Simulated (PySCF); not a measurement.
Which determinant of BN lies lowest?

Unrestricted PBE0; B def2-TZVPP, N def2-TZVPP; no relativity (PySCF 2.14). Outer shells of the fragments: B 2s2 2p1; N 2s2 2p3.

Followed along the bond (rough minima from three points):

```csv
2Ms+1,unpaired,⟨S²⟩ at the start,R at minimum (Å),Te (eV)
3,"σ ↑, π ↑",2.01,1.32,0.00
1,"σ ↓, π ↑",1.04,1.32,0.16
3,π ↑↑,2.01,1.48,1.33
1,π ↑↓,1.00,1.48,1.83
1,none,0.00,none in the scan,≤ 0.97
```

Solutions found at the starting distance of 1.470 Å, counted from the lowest of them; the search is not exhaustive and high or unbound solutions are not listed, so other states can lie among these:

```
2Ms+1    unpaired   term  E (eV)  ⟨S²⟩  ⟨Lz²⟩  μ (D)
    3    σ ↑, π ↑     ³Π    0.00  2.01   1.02  -2.15
    1    σ ↓, π ↑  mixed    0.14  1.04   1.01  -2.22
    3        π ↑↑    ³Σ⁻    0.84  2.01   0.00   0.96
    1        π ↑↓  mixed    1.34  1.00   2.01   1.04
    1        none    ¹Σ⁺    1.51  0.00   0.00  -3.04
    3        σ ↑↑    ³Σ⁺    2.27  2.04   0.00  -1.69
    1        none  mixed    2.86  0.00   2.00   1.25
    5  σ ↑, π ↑↑↑     ⁵Π    3.19  6.00   1.00  -0.47
    3  σ ↑, π ↑↑↓  mixed    3.91  3.01   3.01  -0.48
    3  σ ↓, π ↑↑↑  mixed    4.28  3.01   1.00  -0.05
    3        π ↑↑  mixed    4.57  2.40   2.01  -1.72
    1  σ ↑, π ↑↓↓  mixed    4.74  2.01   3.02   0.03
    5  σ ↑↑, π ↑↑  mixed    5.12  6.00   2.01   0.38
    3        π ↑↑  mixed    5.22  2.41   2.00  -1.80
```

A term symbol is given only where ⟨S²⟩ and ⟨Lz²⟩ are close to those of a pure state; real π, δ and φ orbitals otherwise mix terms. A positive dipole means B(−)N(+).
